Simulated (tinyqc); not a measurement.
Inside a calculation (part 1 of 3). Method: UHF in the sto-6g basis, for CH3, spin multiplicity 2. Computed by tinyqc, a small Python program that keeps every step (integrals from PySCF). Settings: charge = 0, multiplicity = 2, basis = sto-6g, energy threshold = 1e-10, iteration cap = 57, orthogonalisation = canonical, start = Wolfsberg-Helmholz matrix, DIIS depth = 6, method = UHF. Command: `OMP_NUM_THREADS=1 python tinyqc.py 30856 30857 out.jsonl` (the two numbers bound the seeds that draw the settings). One thread of a shared host (Intel(R) Xeon(R) Processor @ 2.60GHz), about 0.2 s of CPU time with the checks. Later iterations appear only in the table of the cycle.

## One-electron integrals

Geometry (angstrom):
```
atom        x        y       z
C      0.0000   0.0000  0.0710
H      1.1050   0.0000  0.0000
H     -0.5520   0.9570  0.0000
H     -0.5520  -0.9570  0.0000
```

Basis sto-6g: exponents (1/bohr^2) and contraction coefficients of normalised primitives:
```
element  l (shell)  exponent  coefficient
C            s (1)  742.7370       0.0092
C            s (1)  136.1800       0.0494
C            s (1)   38.0983       0.1685
C            s (1)   13.0878       0.3706
C            s (1)    5.0824       0.4165
C            s (1)    2.0932       0.1303
C            s (2)   30.4972      -0.0133
C            s (2)    6.0362      -0.0470
C            s (2)    1.8760      -0.0338
C            s (2)    0.7218       0.2502
C            s (2)    0.3135       0.5951
C            s (2)    0.1437       0.2407
C            p (3)   30.4972       0.0038
C            p (3)    6.0362       0.0377
C            p (3)    1.8760       0.1739
C            p (3)    0.7218       0.4180
C            p (3)    0.3135       0.4259
C            p (3)    0.1437       0.1017
H            s (1)   35.5232       0.0092
H            s (1)    6.5131       0.0494
H            s (1)    1.8221       0.1685
H            s (1)    0.6260       0.3706
H            s (1)    0.2431       0.4165
H            s (1)    0.1001       0.1303
```

Overlap, kinetic and nuclear-attraction integrals over the contracted functions; the nuclear repulsion is the sum of Za Zb / Rab.

nuclear repulsion = 9.433021 hartree

overlap S, lower triangle:
```
         1C 1s   1C 2s   1C 2px   1C 2py   1C 2pz   2H 1s   3H 1s   4H 1s
1C 1s   1.0000
1C 2s   0.2432  1.0000
1C 2px  0.0000  0.0000   1.0000
1C 2py  0.0000  0.0000   0.0000   1.0000
1C 2pz  0.0000  0.0000   0.0000   0.0000   1.0000
2H 1s   0.0620  0.4815   0.4604   0.0000  -0.0296  1.0000
3H 1s   0.0621  0.4816  -0.2301   0.3989  -0.0296  0.1376  1.0000
4H 1s   0.0621  0.4816  -0.2301  -0.3989  -0.0296  0.1376  0.1375  1.0000
```

kinetic energy T (hartree), lower triangle:
```
          1C 1s   1C 2s   1C 2px   1C 2py   1C 2pz    2H 1s    3H 1s   4H 1s
1C 1s   16.0686
1C 2s   -0.4928  0.4924
1C 2px   0.0000  0.0000   1.4792
1C 2py   0.0000  0.0000   0.0000   1.4792
1C 2pz   0.0000  0.0000   0.0000   0.0000   1.4792
2H 1s   -0.0079  0.1011   0.2506   0.0000  -0.0161   0.7685
3H 1s   -0.0079  0.1012  -0.1253   0.2172  -0.0161  -0.0106   0.7685
4H 1s   -0.0079  0.1012  -0.1253  -0.2172  -0.0161  -0.0106  -0.0106  0.7685
```

nuclear attraction V (hartree), lower triangle:
```
           1C 1s    1C 2s   1C 2px   1C 2py   1C 2pz    2H 1s    3H 1s    4H 1s
1C 1s   -35.4419
1C 2s    -3.9672  -6.5566
1C 2px    0.0000  -0.0001  -6.6173
1C 2py    0.0000   0.0000   0.0000  -6.6176
1C 2pz    0.0033   0.0325   0.0000   0.0000  -6.4344
2H 1s    -1.1381  -2.6760  -2.3778   0.0000   0.1604  -4.6023
3H 1s    -1.1386  -2.6768   1.1883  -2.0602   0.1605  -0.7004  -4.6027
4H 1s    -1.1386  -2.6768   1.1883   2.0602   0.1605  -0.7004  -0.7000  -4.6027
```

core Hamiltonian H = T + V (hartree), lower triangle:
```
           1C 1s    1C 2s   1C 2px   1C 2py   1C 2pz    2H 1s    3H 1s    4H 1s
1C 1s   -19.3732
1C 2s    -4.4600  -6.0642
1C 2px    0.0000  -0.0001  -5.1381
1C 2py    0.0000   0.0000   0.0000  -5.1383
1C 2pz    0.0033   0.0325   0.0000   0.0000  -4.9552
2H 1s    -1.1460  -2.5749  -2.1272   0.0000   0.1443  -3.8337
3H 1s    -1.1465  -2.5757   1.0630  -1.8430   0.1444  -0.7110  -3.8342
4H 1s    -1.1465  -2.5757   1.0630   1.8430   0.1444  -0.7110  -0.7106  -3.8342
```

## Two-electron integrals

Functions are numbered as in S; the eight-fold symmetry (ij|kl) = (ji|kl) = (kl|ij) leaves the list below.

Two-electron integrals (ij|kl) in chemists' order, unique and non-zero (hartree):
```
(11|11) 3.5437      (21|11) 0.5295      (21|21) 0.1003      (22|11) 0.8536
(22|21) 0.1999      (22|22) 0.6248      (31|31) 0.0213      (32|31) 0.0319
(32|32) 0.1381      (33|11) 0.8536      (33|21) 0.1999      (33|22) 0.6248
(33|33) 0.6732      (41|41) 0.0213      (42|41) 0.0319      (42|42) 0.1381
(43|43) 0.0363      (44|11) 0.8536      (44|21) 0.1999      (44|22) 0.6248
(44|33) 0.6007      (44|44) 0.6732      (51|51) 0.0213      (52|51) 0.0319
(52|52) 0.1381      (53|53) 0.0363      (54|54) 0.0363      (55|11) 0.8536
(55|21) 0.1999      (55|22) 0.6248      (55|33) 0.6007      (55|44) 0.6007
(55|55) 0.6732      (61|11) 0.1427      (61|21) 0.0260      (61|22) 0.0509
(61|31) 0.0017      (61|32) 0.0033      (61|33) 0.0513      (61|44) 0.0507
(61|51) -1.09e-04   (61|52) -2.10e-04   (61|53) -3.71e-05   (61|55) 0.0507
(61|61) 0.0069      (62|11) 0.3236      (62|21) 0.0768      (62|22) 0.2622
(62|31) 0.0078      (62|32) 0.0507      (62|33) 0.2742      (62|44) 0.2562
(62|51) -5.00e-04   (62|52) -0.0033     (62|53) -0.0012     (62|55) 0.2563
(62|61) 0.0205      (62|62) 0.1422      (63|11) 0.2704      (63|21) 0.0651
(63|22) 0.2355      (63|31) 0.0142      (63|32) 0.0848      (63|33) 0.2591
(63|44) 0.2237      (63|51) -3.68e-04   (63|52) -0.0027     (63|53) -0.0016
(63|55) 0.2237      (63|61) 0.0183      (63|62) 0.1518      (63|63) 0.1770
(64|41) 0.0085      (64|42) 0.0426      (64|43) 0.0100      (64|54) -0.0006
(64|64) 0.0179      (65|11) -0.0174     (65|21) -0.0042     (65|22) -0.0151
(65|31) -3.68e-04   (65|32) -0.0027     (65|33) -0.0154     (65|44) -0.0144
(65|51) 0.0085      (65|52) 0.0428      (65|53) 0.0101      (65|55) -0.0157
(65|61) -0.0012     (65|62) -0.0098     (65|63) -0.0102     (65|65) 0.0186
(66|11) 0.4676      (66|21) 0.1132      (66|22) 0.4366      (66|31) 0.0149
(66|32) 0.1278      (66|33) 0.4826      (66|44) 0.4135      (66|51) -0.0010
(66|52) -0.0082     (66|53) -0.0044     (66|55) 0.4138      (66|61) 0.0308
(66|62) 0.2954      (66|63) 0.3491      (66|65) -0.0224     (66|66) 0.7750
(71|11) 0.1427      (71|21) 0.0260      (71|22) 0.0509      (71|31) -0.0008
(71|32) -0.0016     (71|33) 0.0509      (71|41) 0.0015      (71|42) 0.0028
(71|43) -2.50e-04   (71|44) 0.0512      (71|51) -1.09e-04   (71|52) -2.10e-04
(71|53) 1.85e-05    (71|54) -3.22e-05   (71|55) 0.0508      (71|61) 0.0067
(71|62) 0.0192      (71|63) 0.0158      (71|64) 0.0007      (71|65) -0.0011
(71|66) 0.0280      (71|71) 0.0069      (72|11) 0.3237      (72|21) 0.0768
(72|22) 0.2623      (72|31) -0.0039     (72|32) -0.0253     (72|33) 0.2608
(72|41) 0.0067      (72|42) 0.0439      (72|43) -0.0078     (72|44) 0.2698
(72|51) -5.00e-04   (72|52) -0.0033     (72|53) 0.0006      (72|54) -0.0010
(72|55) 0.2563      (72|61) 0.0191      (72|62) 0.1026      (72|63) 0.0855
(72|64) 0.0121      (72|65) -0.0068     (72|66) 0.1670      (72|71) 0.0205
(72|72) 0.1423      (73|11) -0.1352     (73|21) -0.0326     (73|22) -0.1177
(73|31) 0.0099      (73|32) 0.0532      (73|33) -0.1237     (73|41) -0.0025
(73|42) -0.0183     (73|43) 0.0120      (73|44) -0.1175     (73|51) 1.84e-04
(73|52) 0.0014      (73|53) -0.0009     (73|54) 4.27e-04    (73|55) -0.1118
(73|61) -0.0073     (73|62) -0.0322     (73|63) -0.0159     (73|64) -0.0028
(73|65) 0.0021      (73|66) -0.0421     (73|71) -0.0091     (73|72) -0.0759
(73|73) 0.0577      (74|11) 0.2343      (74|21) 0.0564      (74|22) 0.2040
(74|31) -0.0025     (74|32) -0.0183     (74|33) 0.1971      (74|41) 0.0128
(74|42) 0.0743      (74|43) -0.0108     (74|44) 0.2212      (74|51) -3.19e-04
(74|52) -0.0023     (74|53) 4.27e-04    (74|54) -0.0014     (74|55) 0.1938
(74|61) 0.0141      (74|62) 0.0801      (74|63) 0.0664      (74|64) 0.0208
(74|65) -0.0052     (74|66) 0.1308      (74|71) 0.0159      (74|72) 0.1316
(74|73) -0.0689     (74|74) 0.1374      (75|11) -0.0174     (75|21) -0.0042
(75|22) -0.0151     (75|31) 1.84e-04    (75|32) 0.0014      (75|33) -0.0146
(75|41) -3.19e-04   (75|42) -0.0023     (75|43) 4.27e-04    (75|44) -0.0151
(75|51) 0.0085      (75|52) 0.0428      (75|53) -0.0050     (75|54) 0.0088
(75|55) -0.0157     (75|61) -0.0011     (75|62) -0.0068     (75|63) -0.0056
(75|64) -0.0008     (75|65) 0.0125      (75|66) -0.0118     (75|71) -0.0012
(75|72) -0.0098     (75|73) 0.0051      (75|74) -0.0089     (75|75) 0.0186
(76|11) 0.0834      (76|21) 0.0198      (76|22) 0.0698      (76|31) 0.0008
(76|32) 0.0058      (76|33) 0.0704      (76|41) 0.0015      (76|42) 0.0100
(76|43) 4.19e-04    (76|44) 0.0709      (76|51) -2.17e-04   (76|52) -0.0015
(76|53) -1.98e-04   (76|54) -3.42e-04   (76|55) 0.0681      (76|61) 0.0052
(76|62) 0.0338      (76|63) 0.0334      (76|64) 0.0036      (76|65) -0.0026
(76|66) 0.0655      (76|71) 0.0052      (76|72) 0.0339      (76|73) -0.0135
(76|74) 0.0308      (76|75) -0.0026     (76|76) 0.0098      (77|11) 0.4677
(77|21) 0.1132      (77|22) 0.4367      (77|31) -0.0075     (77|32) -0.0639
(77|33) 0.4308      (77|41) 0.0129      (77|42) 0.1108      (77|43) -0.0299
(77|44) 0.4654      (77|51) -0.0010     (77|52) -0.0082     (77|53) 0.0022
(77|54) -0.0038     (77|55) 0.4138      (77|61) 0.0280      (77|62) 0.1670
(77|63) 0.1343      (77|64) 0.0289      (77|65) -0.0118     (77|66) 0.2752
(77|71) 0.0308      (77|72) 0.2955      (77|73) -0.1745     (77|74) 0.3025
(77|75) -0.0224     (77|76) 0.0655      (77|77) 0.7750      (81|11) 0.1427
(81|21) 0.0260      (81|22) 0.0509      (81|31) -0.0008     (81|32) -0.0016
(81|33) 0.0509      (81|41) -0.0015     (81|42) -0.0028     (81|43) 2.50e-04
(81|44) 0.0512      (81|51) -1.09e-04   (81|52) -2.10e-04   (81|53) 1.85e-05
(81|54) 3.22e-05    (81|55) 0.0508      (81|61) 0.0067      (81|62) 0.0192
(81|63) 0.0158      (81|64) -0.0007     (81|65) -0.0011     (81|66) 0.0280
(81|71) 0.0067      (81|72) 0.0192      (81|73) -0.0085     (81|74) 0.0133
(81|75) -0.0011     (81|76) 0.0049      (81|77) 0.0280      (81|81) 0.0069
(82|11) 0.3237      (82|21) 0.0768      (82|22) 0.2623      (82|31) -0.0039
(82|32) -0.0253     (82|33) 0.2608      (82|41) -0.0067     (82|42) -0.0439
(82|43) 0.0078      (82|44) 0.2698      (82|51) -5.00e-04   (82|52) -0.0033
(82|53) 0.0006      (82|54) 0.0010      (82|55) 0.2563      (82|61) 0.0191
(82|62) 0.1026      (82|63) 0.0855      (82|64) -0.0121     (82|65) -0.0068
(82|66) 0.1670      (82|71) 0.0192      (82|72) 0.1026      (82|73) -0.0532
(82|74) 0.0680      (82|75) -0.0068     (82|76) 0.0260      (82|77) 0.1670
(82|81) 0.0205      (82|82) 0.1423      (83|11) -0.1352     (83|21) -0.0326
(83|22) -0.1177     (83|31) 0.0099      (83|32) 0.0532      (83|33) -0.1237
(83|41) 0.0025      (83|42) 0.0183      (83|43) -0.0120     (83|44) -0.1175
(83|51) 1.84e-04    (83|52) 0.0014      (83|53) -0.0009     (83|54) -4.27e-04
(83|55) -0.1118     (83|61) -0.0073     (83|62) -0.0322     (83|63) -0.0159
(83|64) 0.0028      (83|65) 0.0021      (83|66) -0.0421     (83|71) -0.0085
(83|72) -0.0532     (83|73) 0.0391      (83|74) -0.0346     (83|75) 0.0035
(83|76) -0.0103     (83|77) -0.0921     (83|81) -0.0091     (83|82) -0.0759
(83|83) 0.0577      (84|11) -0.2343     (84|21) -0.0564     (84|22) -0.2040
(84|31) 0.0025      (84|32) 0.0183      (84|33) -0.1971     (84|41) 0.0128
(84|42) 0.0743      (84|43) -0.0108     (84|44) -0.2212     (84|51) 3.19e-04
(84|52) 0.0023      (84|53) -4.27e-04   (84|54) -0.0014     (84|55) -0.1938
(84|61) -0.0141     (84|62) -0.0801     (84|63) -0.0664     (84|64) 0.0208
(84|65) 0.0052      (84|66) -0.1308     (84|71) -0.0133     (84|72) -0.0680
(84|73) 0.0346      (84|74) -0.0343     (84|75) 0.0044      (84|76) -0.0179
(84|77) -0.1019     (84|81) -0.0159     (84|82) -0.1316     (84|83) 0.0689
(84|84) 0.1374      (85|11) -0.0174     (85|21) -0.0042     (85|22) -0.0151
(85|31) 1.84e-04    (85|32) 0.0014      (85|33) -0.0146     (85|41) 3.19e-04
(85|42) 0.0023      (85|43) -4.27e-04   (85|44) -0.0151     (85|51) 0.0085
(85|52) 0.0428      (85|53) -0.0050     (85|54) -0.0088     (85|55) -0.0157
(85|61) -0.0011     (85|62) -0.0068     (85|63) -0.0056     (85|64) 0.0008
(85|65) 0.0125      (85|66) -0.0118     (85|71) -0.0011     (85|72) -0.0068
(85|73) 0.0035      (85|74) -0.0044     (85|75) 0.0125      (85|76) -0.0019
(85|77) -0.0118     (85|81) -0.0012     (85|82) -0.0098     (85|83) 0.0051
(85|84) 0.0089      (85|85) 0.0186      (86|11) 0.0834      (86|21) 0.0198
(86|22) 0.0698      (86|31) 0.0008      (86|32) 0.0058      (86|33) 0.0704
(86|41) -0.0015     (86|42) -0.0100     (86|43) -4.19e-04   (86|44) 0.0709
(86|51) -2.17e-04   (86|52) -0.0015     (86|53) -1.98e-04   (86|54) 3.42e-04
(86|55) 0.0681      (86|61) 0.0052      (86|62) 0.0338      (86|63) 0.0334
(86|64) -0.0036     (86|65) -0.0026     (86|66) 0.0655      (86|71) 0.0049
(86|72) 0.0260      (86|73) -0.0103     (86|74) 0.0179      (86|75) -0.0019
(86|76) 0.0078      (86|77) 0.0418      (86|81) 0.0052      (86|82) 0.0339
(86|83) -0.0135     (86|84) -0.0308     (86|85) -0.0026     (86|86) 0.0098
(87|11) 0.0834      (87|21) 0.0198      (87|22) 0.0697      (87|31) -0.0017
(87|32) -0.0115     (87|33) 0.0711      (87|44) 0.0701      (87|51) -2.16e-04
(87|52) -0.0015     (87|53) 3.94e-04    (87|55) 0.0681      (87|61) 0.0049
(87|62) 0.0260      (87|63) 0.0207      (87|65) -0.0019     (87|66) 0.0417
(87|71) 0.0052      (87|72) 0.0338      (87|73) -0.0198     (87|74) 0.0271
(87|75) -0.0026     (87|76) 0.0078      (87|77) 0.0654      (87|81) 0.0052
(87|82) 0.0338      (87|83) -0.0198     (87|84) -0.0271     (87|85) -0.0026
(87|86) 0.0078      (87|87) 0.0098      (88|11) 0.4677      (88|21) 0.1132
(88|22) 0.4367      (88|31) -0.0075     (88|32) -0.0639     (88|33) 0.4308
(88|41) -0.0129     (88|42) -0.1108     (88|43) 0.0299      (88|44) 0.4654
(88|51) -0.0010     (88|52) -0.0082     (88|53) 0.0022      (88|54) 0.0038
(88|55) 0.4138      (88|61) 0.0280      (88|62) 0.1670      (88|63) 0.1343
(88|64) -0.0289     (88|65) -0.0118     (88|66) 0.2752      (88|71) 0.0280
(88|72) 0.1670      (88|73) -0.0921     (88|74) 0.1019      (88|75) -0.0118
(88|76) 0.0418      (88|77) 0.2752      (88|81) 0.0308      (88|82) 0.2955
(88|83) -0.1745     (88|84) -0.3025     (88|85) -0.0224     (88|86) 0.0655
(88|87) 0.0654      (88|88) 0.7750
```

## Orthogonalisation

S = U s U^T; canonical form X = U s^(-1/2), so that X^T S X = 1. Each column of U has its largest component positive (the first on a tie).

eigenvalues of S: 0.2714  0.3630  0.3633  0.9588  1.0050  1.4991  1.4995  2.0398

X:
```
              1        2        3        4        5        6        7        8
1C 1s   -0.3147   0.0000  -0.0001   0.9263   0.3147  -0.0001   0.0000   0.1580
1C 2s    1.4691   0.0000   0.0002  -0.0382   0.0469  -0.0001   0.0000   0.4486
1C 2px  -0.0001   0.0000   1.0998   0.0001   0.0000   0.6115   0.0000   0.0001
1C 2py   0.0000   1.1003   0.0000   0.0000   0.0000   0.0000   0.6114   0.0000
1C 2pz  -0.0838   0.0000   0.0000  -0.3340   0.9410   0.0000   0.0000  -0.0253
2H 1s   -0.6876   0.0000  -1.0144  -0.1548  -0.0528   0.4421   0.0000   0.2963
3H 1s   -0.6881  -0.8786   0.5070  -0.1549  -0.0528  -0.2210   0.3828   0.2963
4H 1s   -0.6881   0.8786   0.5070  -0.1549  -0.0528  -0.2210  -0.3828   0.2963
```

## Starting guess

The start is the generalised Wolfsberg-Helmholz matrix (K = 1.75) built on H; D(s) = C_occ C_occ^T for each spin.

D(alpha) at the start, lower triangle:
```
          1C 1s   1C 2s   1C 2px   1C 2py   1C 2pz   2H 1s   3H 1s   4H 1s
1C 1s    1.0218
1C 2s   -0.0681  0.3651
1C 2px   0.0000  0.0000   0.5265
1C 2py   0.0000  0.0000   0.0000   0.5263
1C 2pz  -0.0104  0.0362   0.0000   0.0000   0.9981
2H 1s   -0.0730  0.1492   0.2402   0.0000  -0.0061  0.1731
3H 1s   -0.0730  0.1493  -0.1201   0.2080  -0.0061  0.0087  0.1731
4H 1s   -0.0730  0.1493  -0.1201  -0.2080  -0.0061  0.0087  0.0087  0.1731
```

D(beta) at the start, lower triangle:
```
          1C 1s    1C 2s   1C 2px   1C 2py   1C 2pz   2H 1s   3H 1s   4H 1s
1C 1s    1.0215
1C 2s   -0.0672   0.3622
1C 2px   0.0000   0.0000   0.5265
1C 2py   0.0000   0.0000   0.0000   0.5263
1C 2pz   0.0057  -0.0181   0.0000   0.0000   0.0009
2H 1s   -0.0729   0.1491   0.2402   0.0000  -0.0076  0.1731
3H 1s   -0.0730   0.1492  -0.1201   0.2080  -0.0076  0.0087  0.1731
4H 1s   -0.0730   0.1492  -0.1201  -0.2080  -0.0076  0.0087  0.0087  0.1731
```

## Iteration 1: building the Fock matrix

J_ij = sum D_kl (ij|kl) with D = D(alpha) + D(beta), K_ij = sum D_kl (ik|jl) for each spin; F = H + J - K(s); E = tr D H + tr D J / 2 - 0.5 sum_s tr D(s) K(s) + E_nn.

Coulomb J (hartree), lower triangle:
```
          1C 1s    1C 2s   1C 2px   1C 2py   1C 2pz   2H 1s   3H 1s   4H 1s
1C 1s   12.0989
1C 2s    2.2434   5.6504
1C 2px   0.0000   0.0000   5.6858
1C 2py   0.0000   0.0000   0.0000   5.6859
1C 2pz  -0.0026  -0.0210   0.0000   0.0000   5.5795
2H 1s    0.5874   2.3675   2.1294   0.0000  -0.1418  4.0089
3H 1s    0.5877   2.3683  -1.0641   1.8449  -0.1419  0.6290  4.0094
4H 1s    0.5877   2.3683  -1.0641  -1.8449  -0.1419  0.6290  0.6286  4.0094
```

exchange K(alpha) (hartree), lower triangle:
```
          1C 1s   1C 2s   1C 2px   1C 2py   1C 2pz   2H 1s   3H 1s   4H 1s
1C 1s    3.5963
1C 2s    0.6147  0.9404
1C 2px   0.0000  0.0000   0.7744
1C 2py   0.0000  0.0000   0.0000   0.7744
1C 2pz  -0.0009  0.0043   0.0000   0.0000   0.8380
2H 1s    0.1669  0.4667   0.4034   0.0000  -0.0240  0.5741
3H 1s    0.1670  0.4668  -0.2016   0.3494  -0.0240  0.1369  0.5742
4H 1s    0.1670  0.4668  -0.2016  -0.3494  -0.0240  0.1369  0.1368  0.5742
```

exchange K(beta) (hartree), lower triangle:
```
         1C 1s    1C 2s   1C 2px   1C 2py   1C 2pz   2H 1s   3H 1s   4H 1s
1C 1s   3.5749
1C 2s   0.5830   0.8010
1C 2px  0.0000   0.0000   0.7378
1C 2py  0.0000   0.0000   0.0000   0.7378
1C 2pz  0.0004  -0.0347   0.0000   0.0000   0.1665
2H 1s   0.1585   0.4242   0.3933   0.0000  -0.0245  0.5562
3H 1s   0.1586   0.4243  -0.1966   0.3408  -0.0245  0.1248  0.5564
4H 1s   0.1586   0.4243  -0.1966  -0.3408  -0.0245  0.1248  0.1247  0.5564
```

F(alpha) (hartree), lower triangle:
```
           1C 1s    1C 2s   1C 2px   1C 2py   1C 2pz    2H 1s    3H 1s    4H 1s
1C 1s   -10.8707
1C 2s    -2.8313  -1.3542
1C 2px    0.0000   0.0000  -0.2267
1C 2py    0.0000   0.0000   0.0000  -0.2268
1C 2pz    0.0016   0.0073   0.0000   0.0000  -0.2137
2H 1s    -0.7255  -0.6741  -0.4011   0.0000   0.0265  -0.3989
3H 1s    -0.7259  -0.6742   0.2004  -0.3475   0.0265  -0.2188  -0.3990
4H 1s    -0.7259  -0.6742   0.2004   0.3475   0.0265  -0.2188  -0.2187  -0.3990
```

F(beta) (hartree), lower triangle:
```
           1C 1s    1C 2s   1C 2px   1C 2py  1C 2pz    2H 1s    3H 1s    4H 1s
1C 1s   -10.8492
1C 2s    -2.7996  -1.2149
1C 2px    0.0000   0.0000  -0.1901
1C 2py    0.0000   0.0000   0.0000  -0.1903
1C 2pz    0.0004   0.0463   0.0000   0.0000  0.4579
2H 1s    -0.7171  -0.6316  -0.3911   0.0000  0.0270  -0.3810
3H 1s    -0.7174  -0.6318   0.1954  -0.3388  0.0270  -0.2068  -0.3811
4H 1s    -0.7174  -0.6318   0.1954   0.3388  0.0270  -0.2068  -0.2067  -0.3811
```

total energy of this density = -39.312605 hartree
